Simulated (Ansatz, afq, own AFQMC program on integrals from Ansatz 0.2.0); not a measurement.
**SiGe$_{2}$H$_{7}$, doublet in def2-TZVP, levels against AFQMC with the constraint released**

```xyz
10

Ge   -1.9216    1.0363   -0.7216
Si   -0.2766   -0.0172    0.6350
Ge    0.2100   -2.2928    0.1443
H    -3.3139    0.3951   -0.5385
H    -2.0227    2.5300   -0.3605
H    -1.5220    0.9100   -2.2034
H    -0.5360    0.1965    2.0959
H    -1.0031   -3.2101    0.4094
H     1.3856   -2.7783    1.0128
H     0.6014   -2.4250   -1.3392
```

Basis def2-TZVP. Noble-gas cores (and the filled d shells of Ga–Kr and In–Xe) are frozen. Ansatz 0.2.0 and our own AFQMC program on the same integrals; the CISD trial comes from CCSD amplitudes, and released means the phaseless constraint is let go. Error bars are statistical, one sigma. No spin–orbit coupling.

Determinant: UHF, the one that the program's search chose, which needn't be the lowest solution. The geometry is a PBE0/def2-SVP stationary point of this or a neighbouring charge and spin state.

No full CI on the walks' own integrals is used here. The released AFQMC energy serves as the reference, which it does only where one determinant dominates, the energy is flat over the last release times and near the phaseless one (40 meV or 2 meV an electron, half that with transition metals). On small molecules, where full CI could be run and the noise was under 10 meV, such values lay within 10 meV of it in 19 cases of 20, a flattering rate, since the rule was set on those same cases; what remains of the bias isn't in the error bar.

Cautions: no relativity below Rb; no spin-orbit coupling; inner d shell frozen; the released value is read at 1.50 1/Eh with a noise of 12 meV, more than in the cases checked (meV from the phaseless value at times in 1/Eh: -15 ± 8 at 0.24, -18 ± 7 at 0.51, -12 ± 10 at 0.99, -8 ± 12 at 1.50).

The T1 diagnostic is 0.0150, the weight of the determinant in the CISD state is 0.802 and the ⟨S²⟩ of the determinant is 0.762. The size of the correlated space is 19 electrons in 142 orbitals.

```tsv
level	correlation energy (eV)
MP2	-9.0249
CCSD	-10.8353
CCSD(T)	-11.2017
```

Question: Estimate where AFQMC with the constraint released lies against CCSD(T) on the same integrals.

Answer: 5.3 ± 1.2 kJ/mol below CCSD(T).

Reference: AFQMC with the constraint released, correlation energy -11.257 ± 0.012 eV.

```json
{"level": "CCSD(T)", "E − E(reference) (kJ/mol)": "5.3 ± 1.2", "share of correlation (%)": "99.51"}
{"level": "ph-AFQMC/CISD", "E − E(reference) (kJ/mol)": "0.7 ± 1.5", "share of correlation (%)": "99.93"}
```

Released energies are given only where the last usable release times agree within the noise; a slower fall can still hide under it.
